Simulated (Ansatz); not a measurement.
## Counterpoise correction, worked out

The pair of H₂S (SMILES S, atoms 1–3) and CH₆Si (SMILES C[SiH3], atoms 4–11), both closed shells, in one local arrangement (a lower one may exist), relaxed at PBE0-D4/def2-TZVP:

```
11
angstrom
S -0.9676 -0.3759 -3.3840
H 0.3040 -0.7674 -3.2120
H -0.6634 0.9051 -3.1272
C 0.4469 0.1412 2.1523
Si -0.0916 -0.0731 0.3724
H 1.4252 0.6237 2.2088
H 0.5166 -0.8257 2.6558
H -0.2673 0.7579 2.7025
H -0.1742 1.2514 -0.3023
H -1.4227 -0.7288 0.3003
H 0.8942 -0.9086 -0.3664
```

Program: Ansatz 0.2.0. Basis: def2-TZVPPD. Cores are frozen in the correlated methods.

MP2 total energies in eV:

| system | geometry | basis functions | energy |
| --- | --- | --- | --- |
| pair | pair | all | -19851.89702 |
| H₂S | as in the pair | all (partner as ghosts) | -10854.65485 |
| CH₆Si | as in the pair | all (partner as ghosts) | -8997.20270 |
| H₂S | as in the pair | its own | -10854.64587 |
| CH₆Si | as in the pair | its own | -8997.19893 |
| H₂S | free (PBE0-D4 minimum) | its own | -10854.64588 |
| CH₆Si | free (PBE0-D4 minimum) | its own | -8997.19905 |

Question: Work out the interaction energy with and without the counterpoise correction, the superposition error, and the binding energy from the relaxed fragments.

Answer: Without correction: -19851.89702 − (-10854.64587) − (-8997.19893) = -0.05222 eV.
With correction (each fragment in the whole basis): -19851.89702 − (-10854.65485) − (-8997.20270) = -0.03947 eV = -0.91 kcal/mol.
The superposition error is the difference, 0.01275 eV, 24 % of the uncorrected value: each fragment borrows its partner's functions.
Deformation from the free shapes: 0.00001 eV for H₂S and 0.00012 eV for CH₆Si.
Binding energy from relaxed fragments: -0.03947 + 0.00001 + 0.00012 = -0.03934 eV = -0.91 kcal/mol (electronic, without zero-point energy; negative means bound). For comparison, the corrected interaction energy by CCSD(T) at an estimated basis limit (MP2 extrapolated from triple and quadruple zeta, plus CCSD(T) − MP2 in triple zeta) is -0.049 eV.

T1 diagnostic: at most 0.011.

For scale, one of the runs: CCSD(T)/def2-TZVPPD, 272 basis functions, launched by `ansatz run in.yaml --threads 4 --pin off --events-out ev --progress --plain --max-ram 9574MiB`. Hardware: 4 CPU threads of an INTEL XEON PLATINUM 8581C, shared host. Wall time 47 s; peak host memory 6.7 GiB.
